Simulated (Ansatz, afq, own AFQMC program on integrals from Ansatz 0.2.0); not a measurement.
AFQMC on a folder of integrals that Ansatz 0.2.0 wrote.

```yaml
crystal:
  periodic: [false, false, false]
  atoms:
    - {symbol: Br, position_ang: [0.000000, 0.000000, -1.426000]}
    - {symbol: H, position_ang: [0.000000, 0.000000, 0.094000]}
    - {symbol: O, position_ang: [0.000000, 0.000000, 1.332000]}
basis:
  gaussian: {orbitals: cc-pVTZ}
magnetization: {spin_polarized: true, initial_magnetization: 2}
correlation: {method: ccsd_t, electrons: outside_noble_gas, hamiltonian_folder: ham}
```

```sh
$ ansatz run in.yaml --threads 1 --pin off --events-out ev --progress --plain --max-ram 16896MiB --backend cuda --devices 0, --max-vram 18GiB
```

afq runs on the folder ham with

```
--method phaseless --trial cisd --walkers 2600 --populations 20 --least-time 60 --time-step 0.005 --steps-per-block 50 --equilibration-blocks 28 --max-blocks 4000 --target-error 0.00022 --factor-cut 1e-05 --start spin_pure --seed 9424 --release-times 0.24,0.51,0.99,1.62,2.4 --release-step 0.03 --release-every 3 --taylor-order 6
```

Times are imaginary, in 1/Eh. The walk had a cap of 245 s. With eight or more populations the least sampling time is a fifth of least-time, and the error comes from their spread. Filled inner d shells are frozen with the cores.

```
orbitals 72  electrons 8 6  factors 478 of 540
reference energy -2647.81954826 Eh
CCSD correlation -0.37458767 Eh in 14 cycles, weight of the determinant in the CISD state 0.8685
energy of the start -2648.191239 Eh
 block  time / (1/Eh)  mean weight  energy / Eh
     1     0.250  0.9996  -2648.189620
     2     0.500  1.0002  -2648.195714
     3     0.750  1.0000  -2648.198889
     4     1.000  1.0001  -2648.201872
     5     1.250  0.9999  -2648.204020
     9     2.250  0.9999  -2648.207032
    15     3.750  1.0002  -2648.207303
    23     5.750  1.0000  -2648.208929
    31     7.750  0.9998  -2648.208025
    39     9.750  0.9997  -2648.207073
    47    11.750  1.0002  -2648.209559
    55    13.750  0.9997  -2648.206997
    63    15.750  1.0006  -2648.207408
    71    17.750  1.0000  -2648.208282
    79    19.750  0.9999  -2648.206218
    81    20.250  1.0003  -2648.205687
    87    21.750  1.0000  -2648.206495
error from the spread of 20 populations
released: time / (1/Eh)  energy / Eh  error  mean overlap
  0.24  -2648.207905  0.000153  0.9981
  0.51  -2648.207984  0.000168  0.9975
  0.99  -2648.208335  0.000304  0.9886
  1.62  -2648.208413  0.000283  0.9723
  2.40  -2648.208948  0.000499  0.9534
energy -2648.207383 +/- 0.000164 Eh
(rows thinned)
```

Question: Estimate how long the walk took on 1 × NVIDIA H100 80GB HBM3 with 2 threads of AMD EPYC 7R13 Processor (Zen 3), with other jobs on the host (the card was shared).

Answer: 110 s of wall time.

The run passed its tests (sampling time, drift between the halves within three errors, error under three times the target), which doesn't prove that it has relaxed.

Against this walk (error 4.5 meV) on the same determinant: CCSD(T) 19.5 meV higher, CCSDT(Q) 29.0 meV lower. The error is statistical and leaves out the bias of the constraint. Released to 1.62 1/Eh the energy lies 28 ± 9 meV (both errors) below the phaseless value, which shows part or all of the bias of the constraint, and CCSDT(Q) lies 1.0 meV below the released value. CCSDT(Q) is the surest value here, so the walk's 29 meV above it is most likely the bias of the constraint with this trial, which can have either sign.

Cautions: constraint bias not in the error; no relativity below Rb; no spin-orbit coupling; inner d shell frozen; lower spins were not checked; unrestricted determinant slightly spin contaminated (⟨S²⟩ 2.06 against 2.00).

CCSDT and higher add their correlation energy to the determinant of the CCSD(T) run, since their own runs factorise the integrals more tightly (a shift of under 2 meV). A walk keeps the symmetry of its determinant, which the program's search chose and which needn't be the lowest solution, so a lower state of the same spin and another symmetry isn't excluded.
